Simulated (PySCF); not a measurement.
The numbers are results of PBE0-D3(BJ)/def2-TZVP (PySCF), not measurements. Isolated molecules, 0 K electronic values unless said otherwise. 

Reference species (SMILES): `C=[SiH]` (neutral, multiplicity 2).

```json
{
 "dipole_moment": "0.63 D"
}
```

Changed species: `[NH2]` (radical fragment; the reference has radical fragment).

### Question
Predict the effect on the dipole moment.

### Answer
the dipole moment goes up by 1.32 D, to 1.95 D.
